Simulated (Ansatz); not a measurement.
## hcp Lu: elastic constant C33 by level of theory

No measured value is used here.

```json
[
 {"level (code)": "LDA (Ansatz)", "value (GPa)": "111", "cell (Å³/atom)": "25.99"},
 {"level (code)": "PBE (Ansatz)", "value (GPa)": "91.4", "cell (Å³/atom)": "29.09"},
 {"level (code)": "PBEsol (Ansatz)", "value (GPa)": "___", "cell (Å³/atom)": "27.48"},
 {"level (code)": "HSE06 (Ansatz)", "value (GPa)": "77.0", "cell (Å³/atom)": "30.54"}
]
```

### Question
Fill in the missing entries.

### Answer

- PBEsol (Ansatz, a quantum-chemistry and plane-wave program), value (GPa): 102

Density-functional levels without +SOC have no spin–orbit coupling. HSE06: hybrids on metals are sensitive to the k mesh. Each level is taken at its own relaxed cell. K meshes differ between the levels. Ansatz's density-functional and Hartree–Fock values are scalar-relativistic unless marked +SOC, with PAW data made under PBE.
